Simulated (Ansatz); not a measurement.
## Ansatz (development build ahead of 0.2.0) run

```yaml
crystal:
  periodic: [false, false, false]
  atoms:
    - { symbol: C, position_ang: [-0.34685, 0.1809, -0.09143] }
    - { symbol: O, position_ang: [-0.57413, -1.00377, 0.29117] }
    - { symbol: "N", position_ang: [0.82023, 0.70124, -0.13342] }
    - { symbol: H, position_ang: [-1.23756, 0.73655, -0.3885] }
    - { symbol: H, position_ang: [0.94097, 1.65097, -0.44712] }
    - { symbol: H, position_ang: [1.64821, 0.19281, 0.14066] }
basis:
  gaussian: { orbitals: def2-SVP }
total_charge: 1
magnetization:
  spin_polarized: true
  initial_magnetization: 1
hamiltonian:
  xc: hf
correlation:
  method: mp2
  frozen_orbitals: { C: 1, H: 0, "N": 1, O: 1 }
output:
  forces: true
```

The input is written out in the form of the current development build from the run's settings.

Results

```
Converged                       : yes
Reference energy                : -168.49587 hartree
Correlation energy              : -0.42386 hartree
Total energy                    : -168.91972 hartree
Spin squared of the determinant : 0.760
Stability test                  : minimum
```

Forces (eV/Å):
| atom | Fx | Fy | Fz |
| --- | --- | --- | --- |
| C1 | -0.519 | -0.339 | 0.057 |
| O2 | -0.252 | -0.531 | 0.153 |
| N3 | 0.653 | 0.408 | -0.063 |
| H4 | -0.411 | 0.216 | -0.124 |
| H5 | 0.045 | 0.585 | -0.197 |
| H6 | 0.485 | -0.338 | 0.173 |
